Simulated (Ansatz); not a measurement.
The same path of CH4BN (7 atoms, charge 0, multiplicity 1) was run twice with different band settings. The coordinate that changes most is the dihedral H4–B1–C2–N3.

Method: RKS PBE0-D4/def2-SVP (Ansatz).

Relaxed end points:

```xyz
7
Properties=species:S:1:pos:R:3
B -0.898 0.362 -0.601
C 0.347 0.076 0.313
N 0.863 -1.098 0.298
H -1.332 -0.528 -1.287
H -1.411 1.457 -0.616
H 0.764 0.879 0.954
H 1.667 -1.148 0.938
```

```xyz
7
Properties=species:S:1:pos:R:3
B -0.897 0.362 -0.602
C 0.347 0.077 0.313
N 0.859 -1.098 0.303
H -1.408 1.458 -0.625
H -1.332 -0.533 -1.282
H 0.768 0.882 0.950
H 1.663 -1.148 0.943
```

Common settings: movable images 9; climbing image yes; spring 5.0 eV/Å²; start path IDPP; force threshold 0.05 eV/Å; iteration limit 60; end points relaxed.

| run | optimiser | largest step |
| --- | --- | --- |
| 1 | quadratic models (default) | default |
| 2 | fire | 0.5 Å |

What does each run give, and how far can it be trusted?

Run 1: converged after 6 iterations, highest image 0.047 eV above the first end. A vibrational analysis at the climbing image gives one clearly imaginary mode, 178i cm⁻¹: a first-order saddle point.
Run 2: converged after 32 iterations, highest image 0.047 eV above the first end. Another band between the same ends (9 images) ends at a top of the same energy, where a vibrational analysis finds 1 clearly imaginary mode.
